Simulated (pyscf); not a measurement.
PySCF, gas phase, ωB97X-D3(BJ)/def2-SVP geometries.

Problem. What is the homolytic dissociation enthalpy (298 K, ωB97M-D3(BJ)/def2-TZVP) of the H–Zr bond of H₂N–ZrH(NH₂)–NH₂, to [H₂N–Zr(NH₂)–NH₂]• + H•?

Solution. H–Zr to [H₂N–Zr(NH₂)–NH₂]• + H•: 3.26 eV. The 7 functionals that were run give +3.04 (M06-2X) to +3.34 eV (ωB97X-D3(BJ)/def2-TZVP). The radicals are drawn with the spin at the cut bond; how far it spreads was not checked. Other isomers of [H₂N–Zr(NH₂)–NH₂]• were not searched in full and may lie lower. Open-shell species with a d-block atom are single-reference here; other states, and whether the spin sits on metal or ligand, were not checked. Elements past Kr carry the def2 core potentials, without spin-orbit coupling.
